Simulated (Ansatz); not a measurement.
# CH+: geometry at several levels

One table from this session's results is given with a row withheld; the runs are named, their logs left out.

Method: the levels named in each step, in Ansatz 0.2.0.

### Starting point

Bond lengths: C1–H2 1.200 Å.

Structure file:

```xyz
2

C     0.0000    0.0000    0.0000
H     0.0000    0.0000    1.2000
```

Set-up of the first run:

The input, input.yaml:

```yaml
crystal:
  periodic: [false, false, false]
  atoms:
    - { symbol: C, position_ang: [0.0, 0.0, 0.03016261] }
    - { symbol: H, position_ang: [0.0, 0.0, 1.16987739] }
total_charge: 1
basis:
  gaussian: { orbitals: "cc-pV(T+d)Z.json" }
correlation:
  method: ccsd_t
relax:
  f_tol: 0.002
  max_steps: 40
```

On the command line:

```sh
$ ansatz run input.yaml --threads 2 --pin off --max-ram 5120MiB --backend cpu --events-out ev --progress --plain --runs-dir out
```

Steps of the session up to this table: Relaxation, CCSD(T)/cc-pV(T+d)Z; Relaxation, CCSD(T)/cc-pwCVTZ, all electrons; Relaxation, CCSD(T)/cc-pwCVQZ, all electrons.

One table of the session follows, with a row left open; its other results are not shown here.

It belongs to the step «Geometries side by side». 

| level | C1–H2 (Å) | rotational constants (MHz) |
| --- | --- | --- |
| PBE0-D4/def2-TZVPP | 1.1397 | 418470 |
| CCSD(T)/cc-pV(T+d)Z | ? | ? |
| CCSD(T)/cc-pwCVTZ, all electrons | 1.1295 | 426060 |
| CCSD(T)/cc-pwCVQZ, all electrons | 1.1282 | 427080 |

Q: Estimate the row for CCSD(T)/cc-pV(T+d)Z from the others.

**Answer.** C1–H2 (Å): 1.1310; rotational constants (MHz): 424910. In the column «C1–H2 (Å)» it lies between CCSD(T)/cc-pwCVTZ, all electrons (1.1295) and PBE0-D4/def2-TZVPP (1.1397).
